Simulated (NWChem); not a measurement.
## Correlation energy of ethanethiol (C2H6S)

```
C
H 1 1.1012
H 1 1.1017 2 106.67
C 1 1.5243 2 111.43 3 -121.08
H 4 1.1008 1 111.12 2 179.24
H 4 1.1022 5 107.73 1 -122.12
H 4 1.1035 5 108.36 6 -116.19
S 1 1.8391 2 108.95 3 111.50
H 8 1.3539 1 96.67 2 60.82
```
Charge 0, spin multiplicity 1.

Everything below was run with NWChem. All single points use one geometry, from B3LYP/def2-SVP, a minimum by its harmonic frequencies. It is one conformer; others weren't searched.

Basis set: 6-311G**. Each correlation energy counts from its own Hartree-Fock reference.

```
method        correlation energy (mHa)  difference from CCSD(T)
------------  ------------------------  -----------------------
MP2                             -448.1                    +61.3
SCS-MP2                         -450.7                    +58.6
CCSD                            -493.6                    +15.8
CCSD+T(CCSD)                    -509.8                     -0.4
CCSD(T)                         -509.4                      0.0
```

The values span 61.7 mHa, from CCSD+T(CCSD) (lowest) to MP2 (highest). 

The correlated methods keep 7 core orbitals frozen. The Pople sets run with spherical d functions. Differences from the coupled-cluster row are differences between methods, not errors against experiment.
